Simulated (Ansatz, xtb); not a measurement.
## Loss of H2: BH2F → BF + H2

Species: BH2F `BF`, singlet; BF, singlet; H2 (hydrogen), singlet. 

Shapes, held fixed at every level: PBE0-D4/def2-TZVP. Programs: Ansatz 0.2.0, xtb 6.7.1. The zero-point and thermal change to 298 K, harmonic and unscaled (PBE0-D4/def2-TZVP), is -17.0 kJ/mol.

Q: Estimate ΔH(298 K) of this reaction.

A: The highest level, CCSD(T)/CBS estimate, gives ΔH(298 K) = +198.8 kJ/mol; the levels span +74.1 to +245.2. GFN0-xTB strays far from the other rows. The column of differences is taken from that level and isn't an error. No measured value is set beside it here. The CBS estimate extrapolates MP2 from def2-TZVPP and def2-QZVPP and adds CCSD(T) − MP2 in the triple-zeta set, cores frozen; for H2 it overshoots the exact energy by about 1 mEh.

```tsv
level	kind	ΔH(298 K) (kJ/mol)	less CCSD(T)/CBS estimate
GFN0-xTB	semi-empirical	+74.1	-124.7
SPW92/def2-TZVPP	LDA	+245.2	+46.4
r2SCAN-D4/def2-TZVPP	meta-GGA	+223.0	+24.2
B3LYP-D4/def2-TZVPP	global hybrid	+214.4	+15.6
wB97M-V/def2-TZVPP	range-separated hybrid	+202.8	+4.0
MP2/def2-SVP	perturbation theory	+224.5	+25.7
CCSD/def2-SVP	coupled cluster or CI	+208.0	+9.2
CCSD/def2-TZVPP	coupled cluster or CI	+198.8	0.0
CCSD(T)/CBS estimate	coupled cluster or CI	+198.8	0.0
```
